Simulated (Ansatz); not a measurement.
**How far each method lies from full CI for SiH, quartet**

Geometry: a point of a stretch scan, not a stationary point.

```xyz
2

Si    0.0000    0.0000    0.0000
H     0.0000    0.0000    2.1100
```

Basis cc-pVTZ; Ansatz 0.2.0. Correlated methods freeze the noble-gas cores, which leaves 5 electrons in 43 orbitals. Prefix R: restricted or restricted open-shell reference; prefix U: unrestricted. Active spaces: valence = (5e, 5o) chosen from the atoms' valence shells.

Full CI is exact within this basis and frozen core; it isn't the basis-set limit. The frozen core follows each run's orbitals, which can shift R against U totals by a few meV.

For open shells CISD is restricted-active-space CI with the open shells as a complete middle space.

* UHF ⟨S²⟩: 3.802
* T1 diagnostic (RCCSD): 0.0494
* largest doubles amplitude (RCCSD): 0.118
* T1 diagnostic (UCCSD): 0.0331

```tsv
level	E − E(RHF) (eV)
UHF	-0.2004
RMP2	-1.8687
UMP2	-1.8532
RCCSD	-2.4443
UCCSD	-2.4494
RCCSD(T)	-2.5372
UCCSD(T)	-2.5387
```

Task: Estimate how far full CI in cc-pVTZ lies from RCCSD(T). The table doesn't fix it; the size of (T) and the diagnostics are the guide.

Result: Full CI in cc-pVTZ lies 31 meV below RCCSD(T), which is 33 % of the (T) step (-93 meV). T1 is raised, and the rest is a large part of (T).

The other levels:

| level | E − E(full CI) (meV) | share of correlation (%) | wall time |
| --- | --- | --- | --- |
| CISD | 112 | 95.65 | 1.1 s |
| BCCD(T) | 31 | 98.78 | 1.1 s |
| RCCSDT | 4 | 99.83 | – |
| UCCSDT | 2 | 99.91 | – |
| RCCSDT(Q) | 1 | 99.97 | 9 s |
| UCCSDT(Q) | -1 | 100.03 | 9 s |
| CASSCF (valence space) | 1945 | 24.27 | – |
| NEVPT2 (valence space) | 547 | 78.69 | 0.48 s |
| MRCISD (valence space) | 154 | 94.01 | – |
| MRCISD+Q (valence space) | 53 | 97.95 | 0.84 s |

The correlation energy at full CI, counted from RHF, is -2.568 eV. That run took 70 s on 1 thread of Arm Neoverse V1, shared host over 1,326,860 determinants.

Times hold each run's SCF and search for its determinant on a shared host, so for small cases they say little of a method's own cost; they ran on 1 thread of Arm Neoverse V1.

The full-CI state has the irrep A2 of C2v, in the program's axes (one component, if the state is degenerate).

Natural occupations of full CI about the gap: 1.900 0.998 0.981 0.981 0.052 0.014 0.014 0.012 0.012 0.008; effectively unpaired electrons, Σ n²(2−n)², 3.05.
